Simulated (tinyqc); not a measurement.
Inside a calculation (part 1 of 3). Method: UHF in the sto-6g basis, for LiH+, spin multiplicity 2. Computed by tinyqc, a small Python program that keeps every step (integrals from PySCF). Settings: charge = 1, multiplicity = 2, basis = sto-6g, energy threshold = 1e-09, iteration cap = 76, orthogonalisation = symmetric, start = random, DIIS depth = 0, damping = 0.7, method = UHF. Command: `OMP_NUM_THREADS=1 python tinyqc.py 24140 24141 out.jsonl` (the two numbers bound the seeds that draw the settings). One thread of a shared host (Intel(R) Xeon(R) Processor @ 2.60GHz), about 0.1 s of CPU time with the checks. Later iterations appear only in the table of the cycle.

## One-electron integrals

Geometry (angstrom):

| atom | x | y | z |
|---|---|---|---|
| Li | 0.000000 | 0.000000 | 0.000000 |
| H | 0.000000 | 0.000000 | 3.172000 |

Basis sto-6g: exponents (1/bohr^2) and contraction coefficients of normalised primitives:

| element | l (shell) | exponent | coefficient |
|---|---|---|---|
| Li | s (1) | 167.175846 | 0.009164 |
| Li | s (1) | 30.651508 | 0.049361 |
| Li | s (1) | 8.575187 | 0.168538 |
| Li | s (1) | 2.945808 | 0.370563 |
| Li | s (1) | 1.143944 | 0.416492 |
| Li | s (1) | 0.471139 | 0.130334 |
| Li | s (2) | 6.597564 | -0.013253 |
| Li | s (2) | 1.305830 | -0.046992 |
| Li | s (2) | 0.405851 | -0.033785 |
| Li | s (2) | 0.156146 | 0.250242 |
| Li | s (2) | 0.067814 | 0.595117 |
| Li | s (2) | 0.031084 | 0.240706 |
| Li | p (3) | 6.597564 | 0.003760 |
| Li | p (3) | 1.305830 | 0.037679 |
| Li | p (3) | 0.405851 | 0.173897 |
| Li | p (3) | 0.156146 | 0.418036 |
| Li | p (3) | 0.067814 | 0.425860 |
| Li | p (3) | 0.031084 | 0.101708 |
| H | s (1) | 35.523221 | 0.009164 |
| H | s (1) | 6.513144 | 0.049361 |
| H | s (1) | 1.822143 | 0.168538 |
| H | s (1) | 0.625955 | 0.370563 |
| H | s (1) | 0.243077 | 0.416492 |
| H | s (1) | 0.100112 | 0.130334 |

Overlap, kinetic and nuclear-attraction integrals over the contracted functions; the nuclear repulsion is the sum of Za Zb / Rab.

nuclear repulsion = 0.50048286 hartree

overlap S:
```
           1Li 1s    1Li 2s   1Li 2px   1Li 2py   1Li 2pz     2H 1s
1Li 1s   1.000000  0.235742  0.000000  0.000000  0.000000  0.002031
1Li 2s   0.235742  1.000000  0.000000  0.000000  0.000000  0.106069
1Li 2px  0.000000  0.000000  1.000000  0.000000  0.000000  0.000000
1Li 2py  0.000000  0.000000  0.000000  1.000000  0.000000  0.000000
1Li 2pz  0.000000  0.000000  0.000000  0.000000  1.000000  0.165240
2H 1s    0.002031  0.106069  0.000000  0.000000  0.165240  1.000000
```

kinetic energy T (hartree):
```
            1Li 1s     1Li 2s   1Li 2px   1Li 2py   1Li 2pz      2H 1s
1Li 1s    3.616742  -0.110723  0.000000  0.000000  0.000000  -0.001046
1Li 2s   -0.110723   0.106524  0.000000  0.000000  0.000000  -0.003235
1Li 2px   0.000000   0.000000  0.320007  0.000000  0.000000   0.000000
1Li 2py   0.000000   0.000000  0.000000  0.320007  0.000000   0.000000
1Li 2pz   0.000000   0.000000  0.000000  0.000000  0.320007   0.002225
2H 1s    -0.001046  -0.003235  0.000000  0.000000  0.002225   0.768522
```

nuclear attraction V (hartree):
```
            1Li 1s     1Li 2s    1Li 2px    1Li 2py    1Li 2pz      2H 1s
1Li 1s   -8.233972  -0.867690   0.000000   0.000000  -0.004331  -0.007491
1Li 2s   -0.867690  -1.366099   0.000000   0.000000  -0.048840  -0.131987
1Li 2px   0.000000   0.000000  -1.355996   0.000000   0.000000   0.000000
1Li 2py   0.000000   0.000000   0.000000  -1.355996   0.000000   0.000000
1Li 2pz  -0.004331  -0.048840   0.000000   0.000000  -1.386142  -0.207491
2H 1s    -0.007491  -0.131987   0.000000   0.000000  -0.207491  -1.740043
```

core Hamiltonian H = T + V (hartree):
```
            1Li 1s     1Li 2s    1Li 2px    1Li 2py    1Li 2pz      2H 1s
1Li 1s   -4.617230  -0.978413   0.000000   0.000000  -0.004331  -0.008537
1Li 2s   -0.978413  -1.259575   0.000000   0.000000  -0.048840  -0.135223
1Li 2px   0.000000   0.000000  -1.035988   0.000000   0.000000   0.000000
1Li 2py   0.000000   0.000000   0.000000  -1.035988   0.000000   0.000000
1Li 2pz  -0.004331  -0.048840   0.000000   0.000000  -1.066135  -0.205266
2H 1s    -0.008537  -0.135223   0.000000   0.000000  -0.205266  -0.971521
```

## Two-electron integrals

Functions are numbered as in S; the eight-fold symmetry (ij|kl) = (ji|kl) = (kl|ij) leaves the list below.

Two-electron integrals (ij|kl) in chemists' order, unique and non-zero (hartree):
```
(11|11) 1.681247   (21|11) 0.242603   (21|21) 0.044507   (22|11) 0.397190
(22|21) 0.090279   (22|22) 0.290625   (31|31) 0.009437   (32|31) 0.014261
(32|32) 0.064236   (33|11) 0.397190   (33|21) 0.090279   (33|22) 0.290625
(33|33) 0.313125   (41|41) 0.009437   (42|41) 0.014261   (42|42) 0.064236
(43|43) 0.016875   (44|11) 0.397190   (44|21) 0.090279   (44|22) 0.290625
(44|33) 0.279374   (44|44) 0.313125   (51|51) 0.009437   (52|51) 0.014261
(52|52) 0.064236   (53|53) 0.016875   (54|54) 0.016875   (55|11) 0.397190
(55|21) 0.090279   (55|22) 0.290625   (55|33) 0.279374   (55|44) 0.279374
(55|55) 0.313125   (61|11) 0.001982   (61|21) 0.000361   (61|22) 0.000760
(61|33) 0.000749   (61|44) 0.000749   (61|51) 0.000049   (61|52) 0.000108
(61|55) 0.000783   (61|61) 3.27e-06   (62|11) 0.022906   (62|21) 0.005374
(62|22) 0.021365   (62|33) 0.020179   (62|44) 0.020179   (62|51) 0.000714
(62|52) 0.006402   (62|55) 0.023738   (62|61) 0.000054   (62|62) 0.004669
(63|31) 0.000186   (63|32) 0.001262   (63|53) 0.000620   (63|63) 0.000141
(64|41) 0.000186   (64|42) 0.001262   (64|54) 0.000620   (64|64) 0.000141
(65|11) 0.034426   (65|21) 0.008097   (65|22) 0.032624   (65|33) 0.030656
(65|44) 0.030656   (65|51) 0.001124   (65|52) 0.010163   (65|55) 0.036561
(65|61) 0.000083   (65|62) 0.007505   (65|65) 0.012087   (66|11) 0.166827
(66|21) 0.039328   (66|22) 0.165598   (66|33) 0.155977   (66|44) 0.155977
(66|51) 0.004331   (66|52) 0.048068   (66|55) 0.184839   (66|61) 0.000390
(66|62) 0.052127   (66|65) 0.085131   (66|66) 0.774999
```

## Orthogonalisation

S = U s U^T; symmetric (Loewdin) form X = U s^(-1/2) U^T, so that X^T S X = 1.

eigenvalues of S: 0.729890  0.855330  1.000000  1.000000  1.142747  1.272033

X:
```
            1Li 1s     1Li 2s   1Li 2px   1Li 2py    1Li 2pz      2H 1s
1Li 1s    1.021886  -0.122995  0.000000  0.000000  -0.001259   0.008985
1Li 2s   -0.122995   1.026412  0.000000  0.000000   0.007028  -0.056163
1Li 2px   0.000000   0.000000  1.000000  0.000000   0.000000   0.000000
1Li 2py   0.000000   0.000000  0.000000  1.000000   0.000000   0.000000
1Li 2pz  -0.001259   0.007028  0.000000  0.000000   1.010540  -0.084697
2H 1s     0.008985  -0.056163  0.000000  0.000000  -0.084697   1.015036
```

## Starting guess

The start is random orthonormal orbitals; D(s) = C_occ C_occ^T for each spin.

D(alpha) at the start:
```
            1Li 1s     1Li 2s    1Li 2px    1Li 2py    1Li 2pz      2H 1s
1Li 1s    0.166154   0.169651   0.216761   0.038536  -0.042225  -0.226648
1Li 2s    0.169651   0.259978   0.273283   0.095727  -0.240833  -0.021379
1Li 2px   0.216761   0.273283   0.313901   0.084041  -0.173505  -0.169881
1Li 2py   0.038536   0.095727   0.084041   0.045578  -0.138286   0.083933
1Li 2pz  -0.042225  -0.240833  -0.173505  -0.138286   0.461341  -0.421089
2H 1s    -0.226648  -0.021379  -0.169881   0.083933  -0.421089   0.817678
```

D(beta) at the start:
```
            1Li 1s     1Li 2s    1Li 2px    1Li 2py    1Li 2pz      2H 1s
1Li 1s    0.036611   0.087144   0.077566   0.040831  -0.122715   0.070538
1Li 2s    0.087144   0.207428   0.184629   0.097189  -0.292098   0.167901
1Li 2px   0.077566   0.184629   0.164335   0.086506  -0.259992   0.149446
1Li 2py   0.040831   0.097189   0.086506   0.045537  -0.136860   0.078669
1Li 2pz  -0.122715  -0.292098  -0.259992  -0.136860   0.411329  -0.236436
2H 1s     0.070538   0.167901   0.149446   0.078669  -0.236436   0.135906
```

## Iteration 1: building the Fock matrix

J_ij = sum D_kl (ij|kl) with D = D(alpha) + D(beta), K_ij = sum D_kl (ik|jl) for each spin; F = H + J - K(s); E = tr D H + tr D J / 2 - 0.5 sum_s tr D(s) K(s) + E_nn.

Coulomb J (hartree):
```
            1Li 1s     1Li 2s    1Li 2px    1Li 2py    1Li 2pz     2H 1s
1Li 1s    1.343806   0.272747   0.018608   0.007061  -0.015469  0.002200
1Li 2s    0.272747   0.802862   0.067172   0.027459  -0.038857  0.083726
1Li 2px   0.018608   0.067172   0.795849   0.005756  -0.014656  0.000722
1Li 2py   0.007061   0.027459   0.005756   0.782784  -0.009085  0.000221
1Li 2pz  -0.015469  -0.038857  -0.014656  -0.009085   0.829950  0.132002
2H 1s     0.002200   0.083726   0.000722   0.000221   0.132002  0.971102
```

exchange K(alpha) (hartree):
```
            1Li 1s     1Li 2s    1Li 2px    1Li 2py    1Li 2pz      2H 1s
1Li 1s    0.380026   0.144714   0.116551   0.025756  -0.051071  -0.037511
1Li 2s    0.144714   0.161386   0.115995   0.039798  -0.100846   0.008708
1Li 2px   0.116551   0.115995   0.129406   0.024897  -0.056714  -0.025886
1Li 2py   0.025756   0.039798   0.024897   0.049916  -0.038342   0.010867
1Li 2pz  -0.051071  -0.100846  -0.056714  -0.038342   0.151778  -0.004845
2H 1s    -0.037511   0.008708  -0.025886   0.010867  -0.004845   0.562836
```

exchange K(beta) (hartree):
```
            1Li 1s     1Li 2s    1Li 2px    1Li 2py    1Li 2pz      2H 1s
1Li 1s    0.119307   0.077443   0.050981   0.026837  -0.077066   0.014302
1Li 2s    0.077443   0.123091   0.076830   0.040444  -0.116304   0.022329
1Li 2px   0.050981   0.076830   0.075499   0.025627  -0.072349   0.019231
1Li 2py   0.026837   0.040444   0.025627   0.040305  -0.038084   0.010123
1Li 2pz  -0.077066  -0.116304  -0.072349  -0.038084   0.136420  -0.018915
2H 1s     0.014302   0.022329   0.019231   0.010123  -0.018915   0.084205
```

F(alpha) (hartree):
```
            1Li 1s     1Li 2s    1Li 2px    1Li 2py    1Li 2pz      2H 1s
1Li 1s   -3.653449  -0.850380  -0.097943  -0.018695   0.031271   0.031174
1Li 2s   -0.850380  -0.618099  -0.048823  -0.012339   0.013149  -0.060205
1Li 2px  -0.097943  -0.048823  -0.369545  -0.019141   0.042058   0.026608
1Li 2py  -0.018695  -0.012339  -0.019141  -0.303120   0.029257  -0.010646
1Li 2pz   0.031271   0.013149   0.042058   0.029257  -0.387963  -0.068419
2H 1s     0.031174  -0.060205   0.026608  -0.010646  -0.068419  -0.563255
```

F(beta) (hartree):
```
            1Li 1s     1Li 2s    1Li 2px    1Li 2py    1Li 2pz      2H 1s
1Li 1s   -3.392730  -0.783109  -0.032373  -0.019776   0.057265  -0.020639
1Li 2s   -0.783109  -0.579805  -0.009658  -0.012985   0.028607  -0.073826
1Li 2px  -0.032373  -0.009658  -0.315638  -0.019871   0.057693  -0.018509
1Li 2py  -0.019776  -0.012985  -0.019871  -0.293509   0.029000  -0.009902
1Li 2pz   0.057265   0.028607   0.057693   0.029000  -0.372604  -0.054349
2H 1s    -0.020639  -0.073826  -0.018509  -0.009902  -0.054349  -0.084624
```

total energy of this density = -2.89490661 hartree

This density is the starting one.

## Iteration 1: diagonalisation and new density

Diagonalise F' = X^T F X, C = X C', fill 2 alpha and 1 beta electrons from the bottom; D(s) = C_occ C_occ^T; the new density keeps 0.7 of the old one (damping). Each column has its largest component positive (the first on a tie).

F' = X^T F X (alpha) (hartree):
```
           1          2          3          4          5          6
1  -3.610117  -0.369899  -0.093895  -0.017719   0.026616   0.044208
2  -0.369899  -0.485974  -0.039265  -0.009563   0.010636  -0.010163
3  -0.093895  -0.039265  -0.369545  -0.019141   0.040028   0.025308
4  -0.017719  -0.009563  -0.019141  -0.303120   0.030404  -0.012759
5   0.026616   0.010636   0.040028   0.030404  -0.388349   0.009884
6   0.044208  -0.010163   0.025308  -0.012759   0.009884  -0.565215
```

orbital energies (alpha) (hartree): MO1 -3.657203, MO2 -0.569555, MO3 -0.461563, MO4 -0.411460, MO5 -0.330367, MO6 -0.292173

coefficients C (alpha):
```
               MO1        MO2        MO3        MO4        MO5        MO6
1Li 1s    0.999946  -0.000623  -0.211865  -0.118224   0.026519   0.000768
1Li 2s   -0.002141   0.052738   0.831285   0.584200  -0.191650  -0.003641
1Li 2px   0.029985  -0.087740   0.437420  -0.347761   0.815079  -0.121552
1Li 2py   0.005773   0.050721   0.153120  -0.226412  -0.030350   0.960086
1Li 2pz  -0.008179  -0.133206  -0.359919   0.732316   0.529433   0.253923
2H 1s    -0.011071   1.001044  -0.088203  -0.135820   0.087409  -0.068018
```

F' = X^T F X (beta) (hartree):
```
           1          2          3          4          5          6
1  -3.355137  -0.333197  -0.032132  -0.018737   0.055751  -0.006858
2  -0.333197  -0.456138  -0.004486  -0.010136   0.025836  -0.047518
3  -0.032132  -0.004486  -0.315638  -0.019871   0.059841  -0.023422
4  -0.018737  -0.010136  -0.019871  -0.293509   0.030078  -0.011955
5   0.055751   0.025836   0.059841   0.030078  -0.371480  -0.018759
6  -0.006858  -0.047518  -0.023422  -0.011955  -0.018759  -0.073602
```

orbital energies (beta) (hartree): MO1 -3.394612, MO2 -0.439992, MO3 -0.403140, MO4 -0.285349, MO5 -0.280075, MO6 -0.062336

coefficients C (beta):
```
               MO1        MO2        MO3        MO4        MO5        MO6
1Li 1s    1.001234  -0.194674  -0.132981   0.005539  -0.007931   0.036268
1Li 2s   -0.006630   0.777702   0.654357  -0.025496   0.037608  -0.191680
1Li 2px   0.010981   0.304980  -0.425069   0.342667   0.772713  -0.108059
1Li 2py   0.006645   0.196992  -0.186321   0.795361  -0.539868  -0.048756
1Li 2pz  -0.020516  -0.537213   0.615876   0.479335   0.313518  -0.178995
2H 1s     0.007952   0.097735   0.001336   0.083042   0.066441   1.009841
```

D(alpha) after iteration 1:
```
            1Li 1s     1Li 2s    1Li 2px    1Li 2py    1Li 2pz      2H 1s
1Li 1s    0.416276   0.118104   0.160744   0.028697  -0.031986  -0.162162
1Li 2s    0.118104   0.182820   0.189891   0.067808  -0.170685   0.000880
1Li 2px   0.160744   0.189891   0.222310   0.057545  -0.118021  -0.145366
1Li 2py   0.028697   0.067808   0.057545   0.032686  -0.098841   0.073966
1Li 2pz  -0.031986  -0.170685  -0.118021  -0.098841   0.328282  -0.334738
2H 1s    -0.162162   0.000880  -0.145366   0.073966  -0.334738   0.873039
```

D(beta) after iteration 1:
```
            1Li 1s     1Li 2s    1Li 2px    1Li 2py    1Li 2pz      2H 1s
1Li 1s    0.326368   0.059009   0.057594   0.030577  -0.092063   0.051765
1Li 2s    0.059009   0.145213   0.129218   0.068019  -0.204428   0.117515
1Li 2px   0.057594   0.129218   0.115071   0.060576  -0.182062   0.104638
1Li 2py   0.030577   0.068019   0.060576   0.031889  -0.095843   0.055084
1Li 2pz  -0.092063  -0.204428  -0.182062  -0.095843   0.288056  -0.165554
2H 1s     0.051765   0.117515   0.104638   0.055084  -0.165554   0.095153
```

## Iteration 2: building the Fock matrix

As before.

Coulomb J (hartree):
```
            1Li 1s     1Li 2s    1Li 2px    1Li 2py    1Li 2pz     2H 1s
1Li 1s    2.001313   0.348646   0.013208   0.005041  -0.009815  0.002847
1Li 2s    0.348646   0.850805   0.047122   0.019466  -0.013868  0.087738
1Li 2px   0.013208   0.047122   0.843112   0.003987  -0.010178  0.000503
1Li 2py   0.005041   0.019466   0.003987   0.833904  -0.006411  0.000160
1Li 2pz  -0.009815  -0.013868  -0.010178  -0.006411   0.875397  0.138177
2H 1s     0.002847   0.087738   0.000503   0.000160   0.138177  1.009052
```

exchange K(alpha) (hartree):
```
            1Li 1s     1Li 2s    1Li 2px    1Li 2py    1Li 2pz      2H 1s
1Li 1s    0.770136   0.173984   0.085078   0.018827  -0.036999  -0.025790
1Li 2s    0.173984   0.128537   0.081072   0.028648  -0.070104   0.022185
1Li 2px   0.085078   0.081072   0.094393   0.017048  -0.039510  -0.022164
1Li 2py   0.018827   0.028648   0.017048   0.038217  -0.026968   0.009937
1Li 2pz  -0.036999  -0.070104  -0.039510  -0.026968   0.111866   0.015338
2H 1s    -0.025790   0.022185  -0.022164   0.009937   0.015338   0.621880
```

exchange K(beta) (hartree):
```
            1Li 1s     1Li 2s    1Li 2px    1Li 2py    1Li 2pz      2H 1s
1Li 1s    0.588180   0.126350   0.037026   0.019596  -0.056365   0.010747
1Li 2s    0.126350   0.099229   0.054119   0.028515  -0.082024   0.015769
1Li 2px   0.037026   0.054119   0.055646   0.017946  -0.050663   0.013466
1Li 2py   0.019596   0.028515   0.017946   0.031003  -0.026671   0.007089
1Li 2pz  -0.056365  -0.082024  -0.050663  -0.026671   0.098318  -0.013231
2H 1s     0.010747   0.015769   0.013466   0.007089  -0.013231   0.058952
```

F(alpha) (hartree):
```
            1Li 1s     1Li 2s    1Li 2px    1Li 2py    1Li 2pz      2H 1s
1Li 1s   -3.386053  -0.803751  -0.071871  -0.013786   0.022853   0.020100
1Li 2s   -0.803751  -0.537307  -0.033951  -0.009182   0.007396  -0.069670
1Li 2px  -0.071871  -0.033951  -0.287270  -0.013061   0.029332   0.022667
1Li 2py  -0.013786  -0.009182  -0.013061  -0.240301   0.020558  -0.009777
1Li 2pz   0.022853   0.007396   0.029332   0.020558  -0.302604  -0.082427
2H 1s     0.020100  -0.069670   0.022667  -0.009777  -0.082427  -0.584349
```

F(beta) (hartree):
```
            1Li 1s     1Li 2s    1Li 2px    1Li 2py    1Li 2pz      2H 1s
1Li 1s   -3.204097  -0.756117  -0.023818  -0.014555   0.042219  -0.016436
1Li 2s   -0.756117  -0.508000  -0.006997  -0.009049   0.019316  -0.063253
1Li 2px  -0.023818  -0.006997  -0.248522  -0.013959   0.040485  -0.012963
1Li 2py  -0.014555  -0.009049  -0.013959  -0.233087   0.020260  -0.006929
1Li 2pz   0.042219   0.019316   0.040485   0.020260  -0.289056  -0.053858
2H 1s    -0.016436  -0.063253  -0.012963  -0.006929  -0.053858  -0.021421
```

total energy of this density = -4.37834531 hartree

This density is a damped mixture and is not idempotent.
